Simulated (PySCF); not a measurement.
C3H7, SMILES C[CH]C (connectivity only; charge and spin as stated), charge +1, multiplicity 1. Coordinates come from a PBE0-D3(BJ)/def2-TZVP optimisation. The spin state was assumed, not searched. The isomer is the one that the SMILES or the coordinates give; other isomers of the formula were not compared.

These are PBE0-D3(BJ)/def2-TZVP (PySCF) values and carry that method's errors.

Harmonic wavenumbers (cm⁻¹): 160, 180, 421, 605, 677, 931, 966, 1088, 1202, 1251, 1282, 1301, 1349, 1355, 1435, 1478, 1554, 2876, 2890, 3077, 3078, 3141, 3187, 3190. Rotational constants (GHz): 41.21, 8.657, 7.810; symmetry number 2.

**Question.** Work out the zero-point energy and the ideal-gas rigid-rotor harmonic-oscillator thermochemistry at 298.15 K and 1 atm.

**Answer.** ZPE = ½ Σ hcν = ½ × 38677 cm⁻¹ = 231.34 kJ/mol. H − E(el) = 246.48 kJ/mol. Entropy in J/(mol K): translation 155.68, rotation 87.42, vibration 29.48, total 272.59. G − E(el) = 165.21 kJ/mol. Cp = 72.63 J/(mol K).
